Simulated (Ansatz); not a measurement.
Method: PBE0-D4/def2-TZVPD run with Ansatz (a program for electronic structure). No frequencies were computed at this level.

Ansatz 0.2 input:
```yaml
crystal:
  periodic: [false, false, false]
  atoms:
    - { symbol: C, position_ang: [1.292099, 0.030541, -0.051342] }
    - { symbol: C, position_ang: [-0.000001, 0.000137, 0.000035] }
    - { symbol: C, position_ang: [-1.292102, -0.030542, 0.051163] }
    - { symbol: H, position_ang: [1.824172, 0.878552, -0.451447] }
    - { symbol: H, position_ang: [1.893484, -0.790514, 0.304321] }
    - { symbol: H, position_ang: [-1.882855, -0.422933, -0.760807] }
    - { symbol: H, position_ang: [-1.834796, 0.33476, 0.908077] }
basis:
  gaussian: { orbitals: def2-tzvpd }
hamiltonian:
  xc: pbe0
  dispersion: d4
relax:
  max_steps: 150
```

Output:

```
Functional definition: PBE0
726 factors; their error is unknown
mean field evaluation 1: about -3165.7511 eV, gradient 4.9e1 eV
mean field evaluation 2: about -3166.0417 eV, gradient 4.6e1 eV
mean field evaluation 4: about -3171.4538 eV, gradient 3.6e0 eV
mean field evaluation 8: about -3171.4795 eV, gradient 4.3e-2 eV
mean field -3171.47950794 eV, -116.5497222107 hartree, gradient 5.9e-5 eV, S^2 0.000000; 0 other end points of the search recorded, 0 dependent functions left out
reference -3171.47953450 eV, -116.5497231869 hartree; 11, 11 occupied and 136, 136 virtual orbitals, 726 factors
relax step   1: F+E_penalty+E_count = -3171.54881786 eV  Δ(F+E_penalty+E_count) = +0.000e0 eV  max|allowed force component| = 2.429e-1 eV/Å  Δτ_max = 0.0000 Å  (26 SCF iters, accepted)
these checks for a lower state are left out or cut short: starts, cluster_reference, orbital_swaps, neighbouring_geometries, increment
726 factors; their error is unknown
mean field evaluation 16: about -3171.4876 eV, gradient 1.1e0 eV
mean field -3171.48625200 eV, -116.5499700503 hartree, gradient 6.8e-6 eV, S^2 0.000000; 0 other end points of the search recorded, 0 dependent functions left out
reference -3171.48627864 eV, -116.5499710293 hartree; 11, 11 occupied and 136, 136 virtual orbitals, 726 factors
relax step   2: F+E_penalty+E_count = -3171.55547978 eV  Δ(F+E_penalty+E_count) = -6.662e-3 eV  max|allowed force component| = 8.890e-2 eV/Å  Δτ_max = 0.0080 Å  (30 SCF iters, accepted)
these checks for a lower state are left out or cut short: starts, cluster_reference, orbital_swaps, neighbouring_geometries, increment
726 factors; their error is unknown
mean field -3171.48722229 eV, -116.5500057078 hartree, gradient 6.8e-6 eV, S^2 0.000000; 0 other end points of the search recorded, 0 dependent functions left out
reference -3171.48724893 eV, -116.5500066871 hartree; 11, 11 occupied and 136, 136 virtual orbitals, 726 factors
relax step   3: F+E_penalty+E_count = -3171.55645845 eV  Δ(F+E_penalty+E_count) = -9.787e-4 eV  max|allowed force component| = 2.240e-2 eV/Å  Δτ_max = 0.0085 Å  (30 SCF iters, accepted)
these checks for a lower state are left out or cut short: starts, cluster_reference, orbital_swaps, neighbouring_geometries, increment
726 factors; their error is unknown
mean field evaluation 32: about -3171.4870 eV, gradient 4.3e-1 eV
mean field -3171.48726961 eV, -116.5500074471 hartree, gradient 6.8e-6 eV, S^2 0.000000; 0 other end points of the search recorded, 0 dependent functions left out
reference -3171.48729627 eV, -116.5500084266 hartree; 11, 11 occupied and 136, 136 virtual orbitals, 726 factors
relax step   4: F+E_penalty+E_count = -3171.55649787 eV  Δ(F+E_penalty+E_count) = -3.942e-5 eV  max|allowed force component| = 1.529e-3 eV/Å  Δτ_max = 0.0017 Å  (31 SCF iters, accepted)
726 factors; their error is unknown
mean field -3171.48726961 eV, -116.5500074471 hartree, gradient 6.8e-6 eV, S^2 0.000000; 1 other end points of the search recorded, 0 dependent functions left out
reference -3171.48729627 eV, -116.5500084266 hartree; 11, 11 occupied and 136, 136 virtual orbitals, 726 factors
Total energy: -3171.55652453 eV, -116.5525525181 hartree
Atom 0 at     1.298000     0.030737    -0.051403 Å, force     0.001529     0.000115     0.000053 eV/Å
Atom 1 at     0.000002     0.000017     0.000060 Å, force    -0.000002    -0.000093    -0.000199 eV/Å
Atom 2 at    -1.297999    -0.030738     0.051420 Å, force    -0.001523     0.000003     0.000056 eV/Å
Atom 3 at     1.823087     0.889539    -0.456499 Å, force    -0.000120    -0.000619     0.000364 eV/Å
Atom 4 at     1.893483    -0.801527     0.309281 Å, force    -0.000198     0.000600    -0.000328 eV/Å
Atom 5 at    -1.882618    -0.427847    -0.771917 Å, force     0.000129     0.000224     0.000686 eV/Å
Atom 6 at    -1.833954     0.339820     0.919057 Å, force     0.000184    -0.000230    -0.000632 eV/Å
Dipole moment:    -0.000001    -0.000002    -0.000016 e Å
```

Cost: very roughly 9 core-seconds.
